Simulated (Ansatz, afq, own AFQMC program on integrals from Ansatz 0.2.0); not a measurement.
AFQMC on a folder of integrals that Ansatz 0.2.0 wrote.

```yaml
crystal:
  periodic: [false, false, false]
  atoms:
    - {symbol: B, position_ang: [0.000000, 0.000000, -1.472133]}
    - {symbol: C, position_ang: [0.000000, 0.000000, -0.102133]}
    - {symbol: Si, position_ang: [0.000000, 0.000000, 1.574267]}
basis:
  gaussian: {orbitals: cc-pVDZ}
magnetization: {spin_polarized: false, initial_magnetization: 1}
correlation: {method: ccsd_t, electrons: outside_noble_gas, hamiltonian_folder: ham}
```

```sh
$ ansatz run in.yaml --threads 1 --pin off --events-out ev --progress --plain --max-ram 1843MiB
```

afq runs on the folder ham with

```
--method phaseless --trial cisd --walkers 60 --populations 1 --least-time 40 --time-step 0.005 --steps-per-block 50 --equilibration-blocks 28 --max-blocks 300 --target-error 0.0004 --factor-cut 1e-05 --start spin_pure --seed 9479 --release-times 0.24,0.51,0.99,1.62,2.4 --release-step 0.03 --release-every 4 --taylor-order 6
```

Times are imaginary, in 1/Eh. The walk had a cap of 1475 s.

Output of the walk:

```
orbitals 39  electrons 6 5  factors 297 of 453
reference energy -351.31573001 Eh
CCSD correlation -0.27498389 Eh in 15 cycles, weight of the determinant in the CISD state 0.8267
energy of the start -351.590714 Eh
 block  time / (1/Eh)  mean weight  energy / Eh
     1     0.250  1.0007  -351.586414
     2     0.500  0.9993  -351.589324
     3     0.750  0.9992  -351.595104
     4     1.000  1.0016  -351.594683
     5     1.250  0.9982  -351.597929
     9     2.250  1.0003  -351.597387
    33     8.250  1.0012  -351.603142
    65    16.250  0.9988  -351.613663
    97    24.250  1.0001  -351.595017
   129    32.250  1.0005  -351.596175
   145    36.250  0.9997  -351.638523
   161    40.250  1.0003  -351.606922
   193    48.250  0.9982  -351.624591
   225    56.250  1.0020  -351.604287
   257    64.250  0.9998  -351.613965
   289    72.250  1.0005  -351.620469
   321    80.250  0.9985  -351.605658
blocks merged  error / Eh  count
     1  0.000693  300
     2  0.000902  150
     4  0.001013  75
     8  0.001207  37
    16  0.001312  18
    32  0.001347  9
released: time / (1/Eh)  energy / Eh  error  mean overlap
  0.24  -351.611533  0.001018  0.9941
  0.51  -351.611841  0.000932  0.9769
  0.99  -351.611855  0.001005  1.0030
  1.62  -351.612659  0.001706  0.9922
  2.40  -351.612717  0.001569  1.0139
energy -351.612634 +/- 0.001312 Eh
(rows thinned)
```

The run failed at least one of its tests; the cautions name the faults.

Against this walk (error 35.7 meV) on the same determinant: CCSD(T) 76.7 meV higher, CCSDT(Q) 10.6 meV lower (within the noise). The error is statistical and leaves out the bias of the constraint. None of these is a sure reference here. Released to 2.40 1/Eh the energy moves by -2 ± 56 meV (both errors), within twice the noise.

Cautions: constraint bias not in the error; error above the target (35.7 against 10.9 meV); a spin-contaminated unrestricted determinant lies lower (UHF 187 meV lower, ⟨S²⟩ 1.05); (T) is large, 7 % of the CCSD correlation.

The walk took 8.5 min on 1 thread of Arm Neoverse V1, on a shared host. The log's last line is the phaseless energy.

CCSDT and higher add their correlation energy to the determinant of the CCSD(T) run, since their own runs factorise the integrals more tightly (a shift of under 2 meV). A walk keeps the symmetry of its determinant, which the program's search chose and which needn't be the lowest solution, so a lower state of the same spin and another symmetry isn't excluded.
